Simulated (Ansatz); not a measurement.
# BNH₅ (doublet): from Hartree-Fock to the top rungs at distance N1–H4 along a hydrogen transfer = 1.054 Å, cc-pVDZ

An exercise on one series of results from a longer session: the logs are not shown, and one member is left open.

Program: Ansatz 0.2.0, Gaussian basis. Level of theory: cc-pVDZ, core rule «outside noble gas», up to 2 orbitals frozen. These are calculated values, not measurements.

The runs, in order: UHF; CCSD(T) on ROHF; CCSD(T) on UHF; BCCD(T) on ROHF; CISD; CCSDT(Q) on ROHF; CCSDT(Q) on UHF; CASSCF and MRCISD+Q, 3 electrons in 3 orbitals; CASSCF and NEVPT2, 3 electrons in 3 orbitals.

### The geometry

The geometry derives from fragments relaxed apart (PBE0/def2-TZVP) and kept rigid, so it is no stationary point. A hydrogen atom is moved between rigid fragments.

7 atoms, charge 0, spin multiplicity 2.

Atoms are counted from 1 here; the program's logs count them from 0.

Bond lengths: N1–H2 1.012 Å, N1–H3 1.012 Å, N1–H4 1.054 Å, H4–B5 1.418 Å, B5–H6 1.191 Å, B5–H7 1.191 Å. Angles: H2–N1–H3 107.1°, H2–N1–H4 107.1°, H3–N1–H4 107.1°, N1–H4–B5 180.0°, H4–B5–H6 115.3°, H4–B5–H7 115.3°, H6–B5–H7 129.4°.

The first run:

in.yaml

```yaml
crystal:
  periodic: [false, false, false]
  atoms:
    - {symbol: N, position_ang: [-1.111864, -0.019092, -0.029716]}
    - {symbol: H, position_ang: [-1.409144, 0.948742, -0.029716]}
    - {symbol: H, position_ang: [-1.409143, -0.421390, 0.850543]}
    - {symbol: H, position_ang: [-0.057864, -0.019092, -0.029716]}
    - {symbol: B, position_ang: [1.360136, -0.019092, -0.029716]}
    - {symbol: H, position_ang: [1.869209, -0.019092, 1.047292]}
    - {symbol: H, position_ang: [1.869209, -0.019092, -1.106725]}
basis:
  gaussian: {orbitals: cc-pVDZ}
magnetization: {spin_polarized: true, initial_magnetization: 1}
hamiltonian: {xc: hf}
output: {orbitals: {seedname: orbitals}}
```

Launch:

```
> ansatz run in.yaml --threads 1 --pin off --events-out ev --progress --plain --max-ram 2816MiB --backend cpu
```

Among the steps run: UHF; CCSD(T) on ROHF; CCSD(T) on UHF; BCCD(T) on ROHF; CISD; CCSDT(Q) on ROHF; CCSDT(Q) on UHF; CASSCF and MRCISD+Q, 3 electrons in 3 orbitals; CASSCF and NEVPT2, 3 electrons in 3 orbitals.

One of the session's tables, all rows but one given; the rest of the session is left out.

| method | from UCCSDT(Q) (kcal/mol) |
| --- | --- |
| ROHF | +198.15 |
| UHF | +194.66 |
| RMP2 | +26.74 |
| UMP2 | +27.54 |
| CISD | +20.68 |
| RCCSD | +5.05 |
| UCCSD | +4.96 |
| RCCSD(T) | +0.79 |
| UCCSD(T) | +0.80 |
| BCCD(T) | +0.80 |
| RCCSDT | +0.31 |
| UCCSDT | ? |
| RCCSDT(Q) | +0.01 |
| UCCSDT(Q) | 0 |

**Question.** Estimate the row for UCCSDT.

The run gave: from UCCSDT(Q) (kcal/mol): +0.30. In the column «from UCCSDT(Q) (kcal/mol)» it lies between RCCSDT(Q) (+0.01) and RCCSDT (+0.31).

Limits of these values: Left out of the table: CASSCF pair, NEVPT2 pair, MRCISD pair, MRCISD+Q pair (the active space lost an orbital or holds another state than full CI finds). Restricted and unrestricted rows rest on different reference determinants; where their highest levels disagree by more than a few hundredths of an eV, they describe different states and don't form one ladder. Warnings in the runs' records: passed over end.
